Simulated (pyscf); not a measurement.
## Atom transfer: O=Nb(Cl)(Cl)–Cl + H atom (H•) → [O=Nb(Cl)–Cl]• + hydrogen chloride (HCl)

Gas phase, doublet surface, charge 0. Bonds broken: Nb2–Cl3. Bonds formed: Cl3–H6. Structures and frequencies: ωB97X-D3(BJ)/def2-SVP in PySCF.

Transition state (Å):

```xyz
6

O     -0.1828     0.1756     1.8291
Nb    -1.2740    -0.0918     0.5970
Cl    -0.4157     0.9196    -1.3026
Cl    -3.3670     0.6295     1.1896
Cl    -1.1834    -2.2966    -0.0228
H      0.3542    -0.0970    -2.4609
```

One imaginary mode, 1675i cm⁻¹; descent along it reached the two sides named, in the forms told below.

```json
[
 {"bond": "Nb2–Cl3", "change": "breaks", "reactant side (Å)": "2.276", "saddle": "2.317", "product side": "2.6"},
 {"bond": "Cl3–H6", "change": "forms", "reactant side (Å)": "3.9", "saddle": "1.723", "product side": "1.315"}
]
```

Electronic energies relative to the separated reactants (eV):

```csv
level,barrier,reaction energy,reverse barrier
ωB97X-D3(BJ)/def2-TZVP,0.52,+0.14,0.38
PBE/def2-TZVP,0.14,+0.18,-0.04
r²SCAN/def2-TZVP,0.15,+0.15,0.00
B3LYP-D3(BJ)/def2-TZVP,0.19,-0.01,0.20
PBE0-D3(BJ)/def2-TZVP,0.27,+0.06,0.21
M06-2X/def2-TZVP,0.42,-0.24,0.66
ωB97M-D3(BJ)/def2-TZVP,0.45,-0.17,0.62
HF/def2-TZVP,1.06,-0.54,1.60
```

With ωB97M-D3(BJ)/def2-TZVP energies and thermal terms (ideal gas, 1 atm, RRHO with modes under 100 cm⁻¹ raised to 100, one conformer, R ln 2 for chiral ones without a mode under 150 cm⁻¹), in eV:

| T (K) | ΔH‡ | ΔG‡ | ΔH | ΔG |
|---|---|---|---|---|
| 298 | 0.44 | 0.70 | -0.04 | -0.20 |
| 600 | 0.43 | 0.97 | -0.09 | -0.35 |
| 900 | 0.41 | 1.24 | -0.14 | -0.46 |
| 1200 | 0.40 | 1.52 | -0.18 | -0.57 |

On the product side the descent ends in an adduct with a Cl–Nb contact, 0.67 eV under the separated species and 1.05 eV under the saddle at ωB97X-D3(BJ)/def2-TZVP. At PBE the saddle lies under the separated products, which points to a path from their complex (located at ωB97X-D3(BJ) alone). What is counted as broken (Cl–Nb) persists as a longer contact in the product adduct; parting that adduct is a step of its own. This is the saddle that the search found; another between the same sides may lie lower. The angle at the transferred Cl is 117°: a side-on saddle, likely not the lowest. Open-shell species with a d-block atom are single-reference here; other states, and whether the spin sits on metal or ligand, were not checked. Elements past Kr carry the def2 core potentials, without spin-orbit coupling.
